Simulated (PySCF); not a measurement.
Gas-phase reaction: 5 CH3SiH2 + C4H10 (n-butane) = 3 (CH3)3Si + 2 SiH4

Method: PySCF energies (xtb for GFN2) plus ideal-gas RRHO corrections (1 bar). S°(298 K) at PBE0/def2-TZVP differs from the NASA 1993 table for C4H10 (n-butane) (-9 J/mol/K); whether the harmonic model or the table's entry is off was not settled. † marks an energy on the PBE0/def2-TZVP geometry and frequencies; other levels use their own. MP2 freezes the core. 6-31G* has spherical d functions here. Open shells (unrestricted): CH3SiH2 (multiplicity 2), (CH3)3Si (multiplicity 2); the rest are closed-shell singlets. GFN2 has no spin-polarisation term. B3LYP is the form with VWN-RPA correlation. CH3SiH2, (CH3)3Si: computed as isolated molecules; such fragments, hydroxides, amides, oligomers or adducts are transient or little studied in the gas. MP2 isn't extrapolated to the basis-set limit; its ΔH°(298 K) is -385.5 kJ in def2-SVP and -444.5 kJ in def2-TZVPP. The harmonic model lacks anharmonicity and excited electronic states, which grow with temperature; levels with a mode under 35 cm⁻¹ are left out. Internal rotation in CH3SiH2, C4H10 (n-butane), (CH3)3Si is treated as a harmonic vibration of one conformer, which makes the entropy rough.

```tsv
level	ΔE electronic, kJ	ΔH°(298 K), kJ	ΔS°(298 K), J/K	ΔG°(1600 K), kJ
B3LYP/6-31G*	-390	-379	-216	-61
B3LYP/def2-TZVP†	-417	-408	-219	-87
BLYP/def2-TZVP†	-408	-399	-219	-78
GFN2-xTB	-300	-286	-205	20
HF/6-31G*	-321	-312	-221	13
M06-2X/def2-TZVP†	-439	-429	-219	-109
MP2/def2-TZVPP†	-454	-444	-219	-124
PBE0/def2-TZVP	-422	-413	-219	-92
ωB97X-V/def2-TZVP†	-454	-445	-219	-124
```
ΔH° is lowest at ωB97X-V/def2-TZVP† and highest at GFN2-xTB. No reference value is set beside these.
